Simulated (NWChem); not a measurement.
Everything below was run with NWChem. System: H2Si (+1), charge 1, spin multiplicity 2, at a geometry optimised with UPBE/def2-SVP. The structure started from a generated list of species. Its SCF solution wasn't tested for a lower state. Level: UHF/def2-TZVP.

The NWChem input:

```
start mol
memory heap 200 mb stack 900 mb global 1100 mb
charge 1
geometry units angstroms nocenter noautoz
  Si     0.000000     0.000000     0.094735
  H      1.310258     0.000000    -0.663148
  H     -1.310258     0.000000    -0.663148
  symmetry group C2v
end
basis spherical
  * library def2-tzvp
end
scf
  uhf
  nopen 1
  maxiter 100
  thresh 1e-7
  semidirect memsize 60000000 filesize 0
  # guess.movecs holds the orbitals of an unrestricted PBE0 run
  vectors input guess.movecs output mol.movecs
end
task scf energy
```

NWChem printed:

```
             Northwest Computational Chemistry Package (NWChem) 7.3.0
             --------------------------------------------------------

                                NWChem Input Module
                                -------------------

 Scaling coordinates for geometry "geometry" by  1.889725989
 (inverse scale =  0.529177249)

 Turning off AUTOSYM since
 SYMMETRY directive was detected!

                             Geometry "geometry" -> ""
                             -------------------------

 Output coordinates in angstroms (scale by  1.889725989 to convert to a.u.)

  No.       Tag          Charge          X              Y              Z
 ---- ---------------- ---------- -------------- -------------- --------------
    1 Si                  14.0000     0.00000000     0.00000000     0.09473500
    2 H                    1.0000     1.31025800     0.00000000    -0.66314800
    3 H                    1.0000    -1.31025800     0.00000000    -0.66314800

 Effective nuclear repulsion energy (a.u.)       9.9907763557

            Nuclear Dipole moment (a.u.)
            ----------------------------
        X                 Y               Z
 ---------------- ---------------- ----------------
     0.0000000000     0.0000000000    -0.0000113384

      Symmetry information
      --------------------

 Group name             C2v
 Group number             16
 Group order               4
 No. of unique centers     2

      Symmetry unique atoms

     1    2


 Summary of "ao basis" -> "" (spherical)
 ------------------------------------------------------------------------------
       Tag                 Description            Shells   Functions and Types
 ---------------- ------------------------------  ------  ---------------------
 *                         def2-tzvp                  on all atoms

 Summary of "ao basis" -> "ao basis" (spherical)
 ------------------------------------------------------------------------------
       Tag                 Description            Shells   Functions and Types
 ---------------- ------------------------------  ------  ---------------------
 Si                        def2-tzvp                13       37   5s5p2d1f
 H                         def2-tzvp                 4        6   3s1p

                                 NWChem SCF Module
                                 -----------------

  ao basis        = "ao basis"
  functions       =    49
  atoms           =     3
  alpha electrons =     8
  beta  electrons =     7
  charge          =   1.00
  wavefunction    = UHF
  use symmetry    = T
  symmetry adapt  = T

 Summary of "ao basis" -> "ao basis" (spherical)
 ------------------------------------------------------------------------------
       Tag                 Description            Shells   Functions and Types
 ---------------- ------------------------------  ------  ---------------------
 Si                        def2-tzvp                13       37   5s5p2d1f
 H                         def2-tzvp                 4        6   3s1p

      Symmetry analysis of basis
      --------------------------

        a1         21
        a2          4
        b1         14
        b2         10

 Forming initial guess at       0.0s

   Symmetry analysis of molecular orbitals - initial alpha
   -------------------------------------------------------

  Numbering of irreducible representations:

     1 a1          2 a2          3 b1          4 b2

  Orbital symmetries:

     1 a1          2 a1          3 b2          4 a1          5 b1
[...]
     5      1.309357  1 Si s                 40     -1.016760  2 H  s
    46     -1.016760  3 H  s                 20     -0.896664  1 Si pz
     4      0.298662  1 Si s                  3     -0.180695  1 Si s
    17     -0.178491  1 Si pz                30     -0.171150  1 Si d  2

 Vector   11  Occ=0.000000D+00  E=-8.705668D-02  Symmetry=b1
              MO Center=  3.9D-14,  3.2D-16,  5.7D-01, r^2= 4.0D+00
   Bfn.  Coefficient  Atom+Function         Bfn.  Coefficient  Atom+Function
  ----- ------------  ---------------      ----- ------------  ---------------
    18      1.472848  1 Si px                40     -1.082537  2 H  s
    46      1.082537  3 H  s                 15      0.230362  1 Si px
    29     -0.209857  1 Si d  1

                     UHF Final Beta Molecular Orbital Analysis
                     -----------------------------------------

 Vector    5  Occ=1.000000D+00  E=-4.571055D+00  Symmetry=a1
              MO Center= -3.8D-17, -1.0D-16,  9.6D-02, r^2= 1.0D-01
   Bfn.  Coefficient  Atom+Function         Bfn.  Coefficient  Atom+Function
  ----- ------------  ---------------      ----- ------------  ---------------
     8      0.713794  1 Si pz                11      0.353609  1 Si pz

 Vector    6  Occ=1.000000D+00  E=-9.248754D-01  Symmetry=a1
              MO Center= -4.2D-15,  6.7D-16, -3.3D-01, r^2= 1.6D+00
   Bfn.  Coefficient  Atom+Function         Bfn.  Coefficient  Atom+Function
  ----- ------------  ---------------      ----- ------------  ---------------
     4      0.606700  1 Si s                  3     -0.346924  1 Si s
     5      0.256655  1 Si s                 39      0.150445  2 H  s
    45      0.150445  3 H  s

 Vector    7  Occ=1.000000D+00  E=-7.543731D-01  Symmetry=b1
              MO Center=  3.2D-15, -4.5D-16, -3.9D-01, r^2= 2.0D+00
   Bfn.  Coefficient  Atom+Function         Bfn.  Coefficient  Atom+Function
  ----- ------------  ---------------      ----- ------------  ---------------
    15      0.397120  1 Si px                39      0.211136  2 H  s
    45     -0.211136  3 H  s

 Vector    8  Occ=0.000000D+00  E=-2.474503D-01  Symmetry=a1
              MO Center= -3.1D-15, -6.2D-16,  4.1D-01, r^2= 2.6D+00
   Bfn.  Coefficient  Atom+Function         Bfn.  Coefficient  Atom+Function
  ----- ------------  ---------------      ----- ------------  ---------------
     5      0.512090  1 Si s                 20      0.366192  1 Si pz
    17      0.309599  1 Si pz                 4      0.272325  1 Si s
     3     -0.182591  1 Si s                 40     -0.161590  2 H  s
    46     -0.161590  3 H  s

 Vector    9  Occ=0.000000D+00  E=-2.357289D-01  Symmetry=b2
              MO Center= -4.6D-15, -3.8D-15,  1.4D-02, r^2= 2.9D+00
   Bfn.  Coefficient  Atom+Function         Bfn.  Coefficient  Atom+Function
  ----- ------------  ---------------      ----- ------------  ---------------
    19      0.548197  1 Si py                16      0.452439  1 Si py

 Vector   10  Occ=0.000000D+00  E=-8.361855D-02  Symmetry=a1
              MO Center=  2.6D-15,  5.2D-16, -2.9D-01, r^2= 4.2D+00
   Bfn.  Coefficient  Atom+Function         Bfn.  Coefficient  Atom+Function
  ----- ------------  ---------------      ----- ------------  ---------------
     5      1.344511  1 Si s                 40     -1.055098  2 H  s
    46     -1.055098  3 H  s                 20     -0.903822  1 Si pz
     4      0.273345  1 Si s                 30     -0.186542  1 Si d  2
     3     -0.171324  1 Si s

 center of mass
 --------------
 x =   0.00000000 y =   0.00000000 z =   0.08277285

 moments of inertia (a.u.)
 ------------------
           3.856588978972           0.000000000000           0.000000000000
           0.000000000000          16.213969909438           0.000000000000
           0.000000000000           0.000000000000          12.357380930467

  Mulliken analysis of the total density
  --------------------------------------

    Atom       Charge   Shell Charges
 -----------   ------   -------------------------------------------------------
    1 Si  14    13.32   2.00  0.59  1.38  1.06  0.47  4.11  1.74  0.44  1.14  0.25  0.06  0.08  0.01
    2 H    1     0.84   0.22  0.51  0.10  0.01
    3 H    1     0.84   0.22  0.51  0.10  0.01

  Mulliken analysis of the alpha density
  --------------------------------------

    Atom       Charge   Shell Charges
 -----------   ------   -------------------------------------------------------
    1 Si  14     7.05   1.00  0.30  0.69  0.60  0.26  2.06  0.86  0.26  0.77  0.17  0.03  0.05  0.00
    2 H    1     0.47   0.12  0.29  0.06  0.01
    3 H    1     0.47   0.12  0.29  0.06  0.01

   Mulliken analysis of the beta density
   -------------------------------------

    Atom       Charge   Shell Charges
 -----------   ------   -------------------------------------------------------
    1 Si  14     6.27   1.00  0.29  0.70  0.46  0.21  2.04  0.88  0.18  0.37  0.07  0.03  0.04  0.00
    2 H    1     0.37   0.10  0.22  0.04  0.01
    3 H    1     0.37   0.10  0.22  0.04  0.01

   Mulliken analysis of the spin density
   -------------------------------------

    Atom       Charge   Shell Charges
 -----------   ------   -------------------------------------------------------
    1 Si  14     0.78   0.00  0.00 -0.01  0.14  0.05  0.02 -0.01  0.09  0.40  0.10  0.01  0.01  0.00
    2 H    1     0.11   0.03  0.06  0.02  0.00
    3 H    1     0.11   0.03  0.06  0.02  0.00

       Multipole analysis of the density wrt the origin
       ------------------------------------------------

     L   x y z        total         alpha         beta         nuclear
     -   - - -        -----         -----         ----         -------
     0   0 0 0      1.000000     -8.000000     -7.000000     16.000000

     1   1 0 0      0.000000     -0.000000      0.000000      0.000000
     1   0 1 0     -0.000000     -0.000000     -0.000000      0.000000
     1   0 0 1      0.033951     -0.441284      0.475247     -0.000011

     2   2 0 0     -7.600686    -10.961049     -8.901073     12.261435
     2   1 1 0     -0.000000     -0.000000      0.000000      0.000000
     2   1 0 1     -0.000000     -0.000000     -0.000000      0.000000
     2   0 2 0     -6.550455     -3.905788     -2.644667      0.000000
     2   0 1 1     -0.000000     -0.000000     -0.000000      0.000000
     2   0 0 2     -8.350628     -8.087050     -3.853128      3.589550

 Task  times  cpu:        0.2s     wall:        0.2s

 Total times  cpu:        0.2s     wall:        0.2s
```
